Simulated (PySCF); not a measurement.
## Relative stability

The two ends of one reaction step of AlNH$_{4}$S, singlet (PBE0-D4/def2-TZVP).

A:

Al1  (-0.197, 0.754, 0.097)
N2  (0.906, -0.528, 0.599)
S3  (-1.774, 0.346, -1.363)
H4  (-1.442, -0.950, -1.497)
H5  (-0.058, 2.207, 0.690)
H6  (0.902, -1.480, 0.272)
H7  (1.653, -0.390, 1.261)
(Å)

B:

```
7
angstrom
Al -0.6529 0.9507 0.3080
N 0.5140 -0.6832 -0.0782
S -1.4700 1.5069 -1.4690
H 0.3626 -0.7753 -1.0830
H -0.4654 1.1539 1.8666
H 0.2281 -1.5464 0.3754
H 1.5090 -0.5637 0.0916
```

Program: PySCF 2.14 with density fitting (its default auxiliary sets; JK sets also for MP2 and CCSD(T)). Basis: def2-TZVPP. Cores are frozen in the correlated methods. B3LYP uses VWN-RPA correlation.

Problem. Which structure is lower at CCSD(T), and by how much? (Judge from chemistry; the value comes from the calculation.)

Solution. The calculation gives: A, by 67.3 kJ/mol (electronic energy, against the other). By their contacts, A is AlNH₄S ([NH2][AlH][SH]) and B is AlNH₄S ([NH3][AlH][S]).

All methods give the same order:

| method | E(B) − E(A) (kJ/mol) |
| --- | --- |
| SPW92 | 54.8 |
| PBE-D4 | 56.3 |
| r2SCAN-D4 | 62.4 |
| PBE0-D4 | 60.7 |
| B3LYP-D4 | 66.3 |
| BHLYP-D4 | 70.9 |
| wB97M-V | 67.6 |
| HF | 74.7 |
| MP2 | 66.0 |
| CCSD | 71.4 |
| CCSD(T) | 67.3 |

T1 diagnostic: at most 0.014.

Labels in which every atom is bracketed show which atoms are joined, not bond orders.

For scale, one of the runs: CCSD(T)/def2-TZVPP, 171 basis functions, launched by `OMP_NUM_THREADS=4 python run.py`. Hardware: 4 CPU threads of an Arm Neoverse V1, shared host. Wall time 2.7 min; peak host memory 1.3 GiB.
